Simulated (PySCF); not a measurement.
# Basis-set dependence of population analyses: `OCC1CC1`

Compound: C4H8O.
Geometry (PBE0-D3(BJ)/def2-SVP, Å), atoms numbered from 1 in this order:
```xyz
13
C4H8O angstrom
O      2.0379   -0.8444   -0.6632
C      1.3199    0.2184   -0.0987
C     -0.1306    0.2177   -0.4956
C     -1.0978   -0.6625    0.2487
C     -1.1614    0.8280    0.4027
H      1.5554   -1.6532   -0.4601
H      1.3864    0.2229    1.0107
H      1.8081    1.1436   -0.4456
H     -0.2971    0.3140   -1.5741
H     -0.7170   -1.2426    1.0962
H     -1.8873   -1.1637   -0.3168
H     -0.8210    1.2563    1.3504
H     -1.9957    1.3654   -0.0546
```

PBE0 throughout (PySCF), one geometry, spherical d and f functions. Isolated species at its PBE0-D3(BJ)/def2-SVP geometry (one conformer only). Atoms taken as equivalent share a column and are averaged. The first 7 of 9 kinds of atom are listed.

Mulliken charges (e):

```json
{"basis": "STO-3G", "functions": "33", "O1": "-0.287", "C2": "-0.046", "C3": "-0.099", "C4/C5": "-0.177", "H6": "+0.200", "H7/H8": "+0.075", "H9": "+0.089"}
{"basis": "6-31G", "functions": "61", "O1": "-0.613", "C2": "-0.067", "C3": "-0.217", "C4/C5": "-0.352", "H6": "+0.370", "H7/H8": "+0.161", "H9": "+0.191"}
{"basis": "pcSseg-0", "functions": "61", "O1": "-0.675", "C2": "-0.039", "C3": "-0.481", "C4/C5": "-0.444", "H6": "+0.368", "H7/H8": "+0.223", "H9": "+0.263"}
{"basis": "6-31G*", "functions": "86", "O1": "-0.645", "C2": "-0.063", "C3": "-0.179", "C4/C5": "-0.378", "H6": "+0.413", "H7/H8": "+0.155", "H9": "+0.186"}
{"basis": "def2-SVP", "functions": "110", "O1": "-0.333", "C2": "+0.262", "C3": "-0.263", "C4/C5": "-0.087", "H6": "+0.168", "H7/H8": "+0.018", "H9": "+0.060"}
{"basis": "cc-pVDZ", "functions": "110", "O1": "-0.276", "C2": "+0.179", "C3": "-0.197", "C4/C5": "-0.060", "H6": "+0.142", "H7/H8": "+0.027", "H9": "+0.025"}
{"basis": "pcSseg-1", "functions": "125", "O1": "-0.449", "C2": "+0.153", "C3": "-0.358", "C4/C5": "-0.217", "H6": "+0.225", "H7/H8": "+0.101", "H9": "+0.130"}
{"basis": "6-311+G(2d,p)", "functions": "183", "O1": "-0.398", "C2": "-0.218", "C3": "+0.115", "C4/C5": "-0.285", "H6": "+0.264", "H7/H8": "+0.120", "H9": "+0.099"}
{"basis": "aug-cc-pVDZ", "functions": "187", "O1": "-0.539", "C2": "+0.892", "C3": "+0.530", "C4/C5": "+0.934", "H6": "+0.137", "H7/H8": "-0.256", "H9": "-0.495"}
{"basis": "def2-TZVP", "functions": "203", "O1": "-0.437", "C2": "-0.023", "C3": "-0.120", "C4/C5": "-0.256", "H6": "+0.304", "H7/H8": "+0.094", "H9": "+0.111"}
{"basis": "IGLO-III", "functions": "255", "O1": "-0.429", "C2": "-0.088", "C3": "-0.005", "C4/C5": "-0.263", "H6": "+0.283", "H7/H8": "+0.099", "H9": "+0.117"}
{"basis": "cc-pVTZ", "functions": "262", "O1": "-0.332", "C2": "+0.035", "C3": "-0.098", "C4/C5": "-0.239", "H6": "+0.202", "H7/H8": "+0.063", "H9": "+0.112"}
```

IAO charges (e):

| basis | functions | O1 | C2 | C3 | C4/C5 | H6 | H7/H8 | H9 |
| --- | --- | --- | --- | --- | --- | --- | --- | --- |
| STO-3G | 33 | -0.334 | -0.132 | -0.165 | -0.272 | +0.242 | +0.123 | +0.139 |
| 6-31G | 61 | -0.528 | -0.072 | -0.157 | -0.304 | +0.341 | +0.136 | +0.151 |
| pcSseg-0 | 61 | -0.506 | -0.067 | -0.174 | -0.300 | +0.327 | +0.132 | +0.155 |
| 6-31G* | 86 | -0.536 | -0.037 | -0.149 | -0.291 | +0.341 | +0.123 | +0.143 |
| def2-SVP | 110 | -0.534 | -0.033 | -0.146 | -0.285 | +0.341 | +0.121 | +0.140 |
| cc-pVDZ | 110 | -0.536 | -0.037 | -0.148 | -0.294 | +0.343 | +0.123 | +0.143 |
| pcSseg-1 | 125 | -0.546 | -0.037 | -0.151 | -0.292 | +0.346 | +0.126 | +0.144 |
| 6-311+G(2d,p) | 183 | -0.565 | -0.041 | -0.152 | -0.303 | +0.357 | +0.130 | +0.148 |
| aug-cc-pVDZ | 187 | -0.564 | -0.040 | -0.151 | -0.303 | +0.357 | +0.129 | +0.148 |
| def2-TZVP | 203 | -0.561 | -0.038 | -0.152 | -0.303 | +0.355 | +0.129 | +0.148 |
| IGLO-III | 255 | -0.566 | -0.041 | -0.153 | -0.304 | +0.358 | +0.130 | +0.149 |
| cc-pVTZ | 262 | -0.558 | -0.039 | -0.152 | -0.304 | +0.355 | +0.128 | +0.148 |

Some averages cover members that differ in this geometry, most widely: C4/C5, Mulliken in aug-cc-pVDZ +0.873 to +0.996; C4/C5, Mulliken in 6-311+G(2d,p) -0.316 to -0.253; H7/H8, Mulliken in aug-cc-pVDZ -0.286 to -0.225; H7/H8, Mulliken in cc-pVTZ +0.037 to +0.089 e.

Problem. Which scheme is steadiest as the basis changes?

Solution. Largest range over the bases for any column: IAO 0.23 e, Mulliken 1.38 e. IAO charges move least and Mulliken charges most, counted in e. Without the minimal STO-3G basis the ranges are IAO 0.06, Mulliken 1.38 e.

Problem. How much do the charges still move between the two largest bases, IGLO-III and cc-pVTZ?

Solution. At most, over all atoms: Mulliken 0.124 e, IAO 0.007 e.

Problem. What do the same runs give for the total energy, the frontier levels and the dipole moment?

Solution. 
```csv
basis,energy (Eh),HOMO (eV),LUMO (eV),μ (D)
STO-3G,-229.2342,-4.11,7.40,1.37
6-31G,-232.0761,-7.41,2.51,2.12
pcSseg-0,-231.5943,-7.42,2.15,2.13
6-31G*,-232.1436,-7.38,2.69,1.74
def2-SVP,-231.9860,-7.53,1.89,1.66
cc-pVDZ,-232.1656,-7.44,1.95,1.55
pcSseg-1,-232.1270,-7.69,1.49,1.72
"6-311+G(2d,p)",-232.2242,-7.79,0.33,1.81
aug-cc-pVDZ,-232.1865,-7.77,-0.02,1.75
def2-TZVP,-232.2428,-7.74,1.20,1.71
IGLO-III,-232.2499,-7.77,0.76,1.74
cc-pVTZ,-232.2374,-7.68,1.27,1.64
```

The dipole is fixed by the density alone, so its range of 0.76 D shows that the density itself changes with the basis, not only its division among atoms.
